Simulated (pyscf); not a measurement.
`[CH3][BH][NH2]` → `[BH]=[NH]` + `[CH4]` (elimination; singlet surface; B–C, H–N broken, C–H formed). Optimised with ωB97X-D3(BJ)/def2-SVP in PySCF. Correlated levels are frozen-core, on RHF or UHF. ΔMP2 is the change of the MP2 total energy from the triple- to the quadruple-zeta basis. Energies in kcal/mol from the reactant's lowest minimum found.

```tsv
level	barrier	reaction energy
PBE/def2-TZVP	…	+33.0
M06-2X/def2-TZVP	80.4	+33.6
ωB97M-D3(BJ)/def2-TZVP	80.8	+33.0
HF/def2-TZVP	97.3	+31.9
MP2/def2-QZVPP	79.5	+31.7
CCSD(T)/def2-TZVPP	81.8	+32.1
CCSD(T)/def2-TZVPP + ΔMP2(QZVPP)	…	…
```

Question: Complete the blanks.

Answer: 
- PBE/def2-TZVP, barrier: 73.7
- CCSD(T)/def2-TZVPP + ΔMP2(QZVPP), barrier: 81.5
- CCSD(T)/def2-TZVPP + ΔMP2(QZVPP), reaction energy: +32.2

Of the functionals in the table, ωB97M-D3(BJ) is closest to CCSD(T)/def2-TZVPP + ΔMP2(QZVPP) in the barrier (0.8 kcal/mol apart) and PBE least close (7.9 kcal/mol); that level has limits of its own. This is the saddle that the search found; another between the same sides may lie lower. The CCSD(T) − MP2 part came from Ansatz, without density fitting, on the same reference.
